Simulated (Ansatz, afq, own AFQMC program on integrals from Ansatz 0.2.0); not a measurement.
# Au, doublet → Au⁺, singlet

A free Au atom.

E(singlet, charge +1) − E(doublet, charge +0) at this geometry, on UHF and RHF determinants.

Basis def2-TZVPP with its core potentials. Noble-gas cores (and the filled d shells of Ga–Kr and In–Xe) are frozen. Ansatz 0.2.0 and our own AFQMC program on the same integrals; the CISD trial comes from CCSD amplitudes, and released means the phaseless constraint is let go. ± is one standard error of the sampling. No spin–orbit coupling. The metal's outer-core s and p shells are frozen, which shifts wave-function levels against functionals. The errors of all members are added in quadrature.

No full CI on the walks' own integrals is used here; CCSDT(Q) serves as the reference and is uncertain by about the last step of the cluster series. Each member takes its own surest rung, up to full CI.

Errors are counted within def2-TZVPP, not against nature.

Cautions: no spin-orbit coupling; outer-core shells of the metal frozen.

Reference (CCSDT(Q)): 8.824 eV.

```json
{"level": "HF", "vertical ionization energy (eV)": "7.684", "error against CCSDT(Q) (eV)": "-1.140"}
{"level": "MP2", "vertical ionization energy (eV)": "8.990", "error against CCSDT(Q) (eV)": "0.166"}
{"level": "CCSD", "vertical ionization energy (eV)": "8.768", "error against CCSDT(Q) (eV)": "-0.055"}
{"level": "CCSD(T)", "vertical ionization energy (eV)": "8.833", "error against CCSDT(Q) (eV)": "0.009"}
{"level": "CCSDT", "vertical ionization energy (eV)": "8.820", "error against CCSDT(Q) (eV)": "-0.003"}
{"level": "ph-AFQMC/HF", "vertical ionization energy (eV)": "8.749 ± 0.036", "error against CCSDT(Q) (eV)": "-0.075 ± 0.036"}
{"level": "ph-AFQMC/CISD", "vertical ionization energy (eV)": "8.816 ± 0.004", "error against CCSDT(Q) (eV)": "-0.008 ± 0.004"}
{"level": "released AFQMC", "vertical ionization energy (eV)": "8.813 ± 0.005", "error against CCSDT(Q) (eV)": "-0.011 ± 0.005"}
```

Correlation beyond CCSD(T) takes off 0.009 eV. The perturbative (T) step is worth +0.065 eV.

A walk keeps the symmetry of its determinant, which the program's search chose and which needn't be the lowest solution, so a lower state of the same spin and another symmetry isn't excluded. Released energies are given only where the last usable release times agree within the noise; a slower fall can still hide under it.
